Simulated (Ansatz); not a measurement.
**GaH4, doublet in aug-cc-pVDZ: errors against UCCSDT(Q)**

Geometry: that of the GaH4⁻, singlet, kept fixed.

```xyz
5

Ga    0.0000    0.0000    0.0000
H     0.9356    0.9438    0.9340
H    -0.9402   -0.9316    0.9416
H    -0.9354    0.9318   -0.9462
H     0.9400   -0.9440   -0.9294
```

Basis aug-cc-pVDZ; Ansatz 0.2.0. Correlated methods freeze the noble-gas cores and the filled d shells of p-block atoms, which leaves 7 electrons in 58 orbitals. Prefix R: restricted or restricted open-shell reference; prefix U: unrestricted. Active spaces: valence = (7e, 8o) chosen from the atoms' valence shells. No spin–orbit coupling is included, and no scalar relativity.

Full CI isn't at hand for all of this; UCCSDT(Q) serves as the reference, and is uncertain by about the last step of the cluster series. The frozen core follows each run's orbitals, which can shift R against U totals by a few meV for light atoms and by up to 0.1 eV past Ca.

Coupled cluster chose its determinant by trial CCSD, here up to 0.10 eV above the lowest Hartree–Fock solution of its kind, and MP2 stands on that determinant too.

The UHF ⟨S²⟩ is 0.763 and the ⟨S²⟩ of the determinant under UCCSD is 0.830. The T1 diagnostic (RCCSD) is 0.0299 and the largest doubles amplitude (RCCSD) is 0.067. The T1 diagnostic (UCCSD) is 0.0258.

| level | E − E(determinant under the R cluster runs) (eV) |
| --- | --- |
| UMP2 | -2.8177 |
| UCCSD | -3.6967 |
| UCCSD(T) | -3.7665 |

Estimate how far UCCSDT(Q) in aug-cc-pVDZ lies from UCCSD(T). The table doesn't fix it; the size of (T) and the diagnostics are the guide.

UCCSDT(Q) in aug-cc-pVDZ lies 0.96 mEh below UCCSD(T), which is 37 % of the (T) step (-2.57 mEh). The diagnostics give no warning, yet the rest is a sizeable part of (T).

The other levels:

```tsv
level	E − E(UCCSDT(Q)) (mEh)	share of correlation (%)	wall time
UCCSDT	0.08	99.94	–
```

The correlation energy at UCCSDT(Q), counted from the determinant under the R cluster runs, is -3.793 eV. That run took 18 s on 2 threads of AMD EPYC 7R13 with a shared H100 80 GB, shared host.

Run but not shown, since their state or frozen core can't be matched to the reference's or they repeat it: RHF, UHF, RMP2, RCCSD, RCCSD(T), BCCD(T), RCCSDT, RCCSDT(Q), CASSCF (valence space), NEVPT2 (valence space), MRCISD (valence space), MRCISD+Q (valence space).

Times hold each run's SCF and search for its determinant on a shared host, so for small cases they say little of a method's own cost; they ran on 1 thread of AMD EPYC 7R13.

Natural occupations of CASSCF (valence space) about the gap: 1.971 1.959 1.959 1.010 0.039 0.026 0.026 0.011; effectively unpaired electrons, Σ n²(2−n)², 1.03.
